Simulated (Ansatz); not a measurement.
in.yaml

```yaml
crystal:
  periodic: [false, false, false]
  atoms:
    - {symbol: H, position_ang: [-2.092003, 0.059434, 0.000000]}
    - {symbol: H, position_ang: [-1.201003, 0.059434, 0.000000]}
    - {symbol: N, position_ang: [0.202997, 0.059434, 0.000000]}
    - {symbol: H, position_ang: [0.472079, -0.944792, 0.000000]}
basis:
  gaussian: {orbitals: 6-31G}
magnetization: {spin_polarized: false, initial_magnetization: 2}
correlation: {method: fci, electrons: outside_noble_gas}
```

```sh
$ ansatz run in.yaml --threads 1 --pin off --events-out ev --progress --plain --max-ram 2393MiB
```

The program prints:

```
336 factors; integrals over basis functions are off by at most 5.6e-8 eV
mean field evaluation 1: about -1523.4925 eV, gradient 1.0e1 eV
mean field evaluation 2: about -1523.4919 eV, gradient 1.0e1 eV
mean field evaluation 4: about -1524.2141 eV, gradient 1.9e0 eV
mean field evaluation 8: about -1524.2857 eV, gradient 4.3e-3 eV
mean field -1524.28568218 eV, -56.0164656222 hartree, gradient 9.5e-6 eV, S^2 2.000000; 0 other end points of the search recorded, 0 dependent functions left out
mean field evaluation 16: about -1524.5081 eV, gradient 1.5e0 eV
1 core orbitals not correlated: weight in the atoms' cores, before any rotation towards them, 1.000 or more for the frozen orbitals, at most 0.000 for the correlated occupied ones
reference -1524.28568218 eV, -56.0164656222 hartree; 5, 3 occupied and 9, 11 virtual orbitals, 336 factors
state -1527.35459956 eV, -56.1292462557 hartree
Total energy: -1527.35459956 eV, -56.1292462557 hartree
```

Ran on 1 thread of Arm Neoverse V1, shared host: 1.7 s wall, 0.11 GiB peak host memory.
